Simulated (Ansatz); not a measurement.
Two isomers of C5H8O: A = `O=C1CCCC1`, B = `C=CCOC=C`.

Isolated molecules relaxed with PBE0-D4/def2-TZVP in Ansatz; ΔE leaves out vibrations. CCSD(T)/CBS adds triple-zeta CCSD(T) − MP2 to the extrapolated MP2 energy (def2 sets, frozen cores). Functionals use def2-TZVPP. B3LYP here is the variant with VWN-RPA as its local correlation; programs differ in this. One conformer a species, not always the lowest.

A:

```xyz
14

O     0.5932    1.1329   -2.2060
C     0.3139    0.5996   -1.1671
C     1.2798   -0.1460   -0.2609
C     0.5117   -0.3598    1.0378
C    -0.9487   -0.4751    0.5852
C    -1.0661    0.5543   -0.5322
H     1.4986   -1.1022   -0.7518
H     2.2245    0.3914   -0.1718
H     0.8496   -1.2301    1.6019
H     0.6277    0.5141    1.6869
H    -1.1325   -1.4785    0.1878
H    -1.6574   -0.3136    1.3986
H    -1.2603    1.5552   -0.1274
H    -1.8339    0.3579   -1.2813
```

B:

```xyz
14

C    -1.724   -0.494    2.052
C    -0.834    0.318    1.504
C    -0.315    0.163    0.119
O     1.100    0.207    0.161
C     1.737    0.117   -1.019
C     1.206   -0.018   -2.231
H    -2.105   -0.326    3.052
H    -2.107   -1.358    1.517
H    -0.453    1.172    2.058
H    -0.676    0.982   -0.521
H    -0.651   -0.782   -0.323
H     2.810    0.170   -0.869
H     0.143   -0.077   -2.418
H     1.869   -0.074   -3.083
```

Which isomer does CCSD(T)/CBS put lower? Give the gap. (Estimate.)

Ansatz gave: A, by 170.0 kJ/mol.

Give E(B) − E(A) in kJ/mol with ωB97M-V, LDA (SPW92), PBE-D4, BLYP-D4, CCSD(T)/def2-TZVPP, B2PLYP, B3LYP-D4. (An estimate is asked.)

Ansatz gave: ωB97M-V 176.8, LDA (SPW92) 188.5, PBE-D4 175.5, BLYP-D4 145.3, CCSD(T)/def2-TZVPP 172.3, B2PLYP 164.0, B3LYP-D4 157.8. None reverses the order clearly.

Does the order hold for the free energy at 298.15 K (harmonic terms from PBE0-D4)? (Best estimate.)

Ansatz gave: Yes: G(B) − G(A) = +156.4 kJ/mol, for one conformer each.

Largest T1 diagnostic: 0.013.

Leaving LDA and LC-ωPBE aside and taking each functional with its dispersion term where it has one, the values, not all of them listed here, spread over 51.7 kJ/mol, from BLYP-D4 to PBE-QIDH. LDA lies +16.3 kJ/mol from PBE without D4. From r2SCAN to r2SCAN0 (25 % exact exchange), in def2-TZVPP and without D4, E(B) − E(A) moves by +9.7 kJ/mol.
